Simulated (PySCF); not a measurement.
# Curvature of the energy in the electron number along group 13

Calculated with PySCF 2.14, in aug-cc-pVDZ, non-relativistic, aug-cc-pV(D+d)Z, non-relativistic, aug-cc-pVDZ-PP with ECP28MDF, ECP, aug-cc-pVDZ-PP with ECP60MDF, ECP: one orbital is emptied in steps, and each cell gives the departure of E from the straight line at half an electron, in eV (from a cubic fit). The exact functional gives zero.

```tsv
species	orbital	LDA	PBE	r2SCAN	PBE0	BHandHLYP	LC-wPBE	wB97X	UHF
B	2p alpha	-1.18	-1.17	-1.05	-0.84	-0.53	-0.14	-0.20	0.14
Al	3p alpha	-0.77	-0.76	-0.70	-0.55	-0.36	0.01	-0.04	0.08
In	5p alpha	-0.73	-0.70	-0.65	-0.51	-0.35	0.02	-0.06	0.06
Tl	6p alpha	-0.72	-0.70	-0.63	-0.50	-0.35	0.02	-0.06	0.05
```

Q: How does the mean departure depend on the functional?

A: LDA -0.85 eV; PBE -0.83 eV; r2SCAN -0.76 eV; PBE0 -0.60 eV; BHandHLYP -0.40 eV; LC-wPBE -0.02 eV; wB97X -0.09 eV; UHF 0.08 eV. Semilocal functionals are convex (delocalisation error), Hartree-Fock is concave or straight, and exact exchange removes curvature roughly in proportion to its share, so among the functionals the range-separated hybrids usually come closest to zero.

No spin-orbit coupling is included.
